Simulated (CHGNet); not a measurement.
fcc Pt

These are the machine-learned potential CHGNet 0.3.0 (trained on PBE and PBE+U data) values and carry that method's errors.

Cell (relaxed at this level):

```
Pt
1.0
    0.00000     1.98813     1.98813
    1.98813     0.00000     1.98813
    1.98813     1.98813     0.00000
Pt
1
Direct
  0.00000   0.00000   0.00000
```

```json
{
  "vacancy_formation_energy": "0.81 eV"
}
```

Measured, for comparison: vacancy formation energy 1.35 ± 0.09 eV (no zero-point or thermal correction, monovacancy, our sources range from 1.35 to 1.60; as tabulated in Mehl and Papaconstantopoulos (1996), arXiv:mtrl-th/9602003). Computed (rounded) less measured: vacancy formation energy not scored (sources differ).

A machine-learned potential is trained on density-functional data: it inherits that level's misses and adds fitting errors of its own.
